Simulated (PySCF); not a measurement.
Species: CH₃ClO₂S.
Bonds: C1–S2, S2–O3 (double), S2–O4 (double), S2–Cl5. Hydrogens: H6, H7, H8 on C1.

All values: wB97X-D/pcSseg-2 (PySCF, non-relativistic), on one gas-phase PBE0-D3(BJ)/def2-TZVP geometry that isn't relaxed in the solvent. The solvent is an IEF-PCM continuum (Bondi radii, 1.10 Å for H, scaled by 1.2). The model holds no explicit solvent molecules, cavitation or dispersion.

Gas phase at wB97X-D/pcSseg-2: HOMO -11.17 eV, LUMO 0.29 eV, dipole 3.93 D.

**Question.** What does the continuum do to the energy, the frontier levels and the dipole at wB97X-D/pcSseg-2 in chloroform?

**Answer.** 
```json
{"solvent": "chloroform", "ε": "4.711", "E(solvent) − E(gas) (kJ/mol)": "-23.90", "polarisation term (kJ/mol)": "-27.03", "distortion of the solute (kJ/mol)": "3.13", "HOMO (eV)": "-11.19", "LUMO (eV)": "0.39", "dipole (D)": "4.69"}
```

The polarisation term is half the interaction of the solute with the surface charges that it induces; the rest is the cost of distorting the solute's density. The sum is the electrostatic part of solvation alone.

**Question.** Which radius a makes the point-dipole formula ΔE = −[(ε − 1)/(2ε + 1)]·μ²/a³ give the value in chloroform, with the gas-phase dipole?

**Answer.** μ = 1.547 au and |ΔE| = 0.00910 Eh give a = 2.40 Å; the farthest nucleus lies 2.25 Å from the centroid of the nuclei. The formula assumes a rigid point dipole at the centre of a sphere.

Note: wB97X-D ran without an empirical dispersion term, which enters the total energy and its gradient alone.
